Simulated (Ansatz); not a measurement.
The input, for Ansatz 0.2.0:

```yaml
crystal:
  periodic: [false, false, false]
  atoms:
    - {symbol: Ge, position_ang: [-0.335893, -0.002403, 0.001544]}
    - {symbol: F, position_ang: [1.406007, 0.010057, -0.006463]}
    - {symbol: H, position_ang: [-0.775318, 1.466462, 0.004484]}
    - {symbol: H, position_ang: [-0.753666, -0.742234, 1.277782]}
    - {symbol: H, position_ang: [-0.765397, -0.740640, -1.271719]}
basis:
  gaussian: {orbitals: cc-pVDZ}
magnetization: {spin_polarized: false}
correlation: {method: bccd_t, electrons: outside_noble_gas}
accuracy: high
```

```sh
$ ansatz run in.yaml --threads 1 --pin off --events-out ev --progress --plain --max-ram 2393MiB
```

Output:

```
1216 factors; integrals over basis functions are off by at most 4.4e-9 eV
mean field evaluation 1: about -59225.2401 eV, gradient 2.6e1 eV
mean field evaluation 2: about -59225.2638 eV, gradient 2.7e1 eV
mean field evaluation 4: about -59226.7439 eV, gradient 1.5e0 eV
mean field evaluation 8: about -59226.7574 eV, gradient 2.3e-4 eV
mean field evaluation 16: about -59226.7094 eV, gradient 1.5e0 eV
mean field -59226.75735828 eV, -2176.5431875788 hartree, gradient 3.3e-8 eV, S^2 0.000000; 0 other end points of the search recorded, 0 dependent functions left out
15 core orbitals not correlated: weight in the atoms' cores, before any rotation towards them, 0.953 or more for the frozen orbitals, at most 0.046 for the correlated occupied ones
reference -59226.75735828 eV, -2176.5431875788 hartree; 7, 7 occupied and 34, 34 virtual orbitals, 1216 factors
second order -7.94344378 eV of doubles, -0.00000000 eV of singles
cycle   1  -8.27215213 eV  change   -3.3e-1 eV  update   7.4e-2
cycle   2  -8.49823739 eV  change   -2.3e-1 eV  update   2.5e-2
cycle   3  -8.57114786 eV  change   -7.3e-2 eV  update   1.3e-2
cycle   4  -8.56452432 eV  change    6.6e-3 eV  update   2.4e-3
cycle   5  -8.56313919 eV  change    1.4e-3 eV  update   7.5e-4
cycle   6  -8.56324068 eV  change   -1.0e-4 eV  update   1.8e-4
cycle   7  -8.56313778 eV  change    1.0e-4 eV  update   5.9e-5
cycle   8  -8.56310409 eV  change    3.4e-5 eV  update   1.5e-5
cycle   9  -8.56310800 eV  change   -3.9e-6 eV  update   5.1e-6
cycle  10  -8.56310928 eV  change   -1.3e-6 eV  update   1.5e-6
cycle  11  -8.56310929 eV  change   -8.0e-9 eV  update   5.9e-7
cycle  12  -8.56310974 eV  change   -4.5e-7 eV  update   1.4e-7
cycle  13  -8.56310979 eV  change   -5.1e-8 eV  update   5.1e-8
cycle  14  -8.56310979 eV  change    1.2e-9 eV  update   2.7e-8
cycle  15  -8.56310966 eV  change    1.3e-7 eV  update   7.9e-8
cycle  16  -8.56310960 eV  change    5.3e-8 eV  update   2.1e-8
cycle  17  -8.56310960 eV  change   6.5e-10 eV  update   6.7e-9
cycle  18  -8.56310960 eV  change    3.7e-9 eV  update   2.3e-9
cycle  19  -8.56310960 eV  change  -8.7e-10 eV  update  8.0e-10
perturbative correction -0.15512175 eV, -0.0057006191 hartree
Total energy: -59235.47558963 eV, -2176.8635766714 hartree
```

Ran on 1 thread of Intel Xeon 6975P-C, shared host: 1.7 s wall, 0.18 GiB peak host memory.
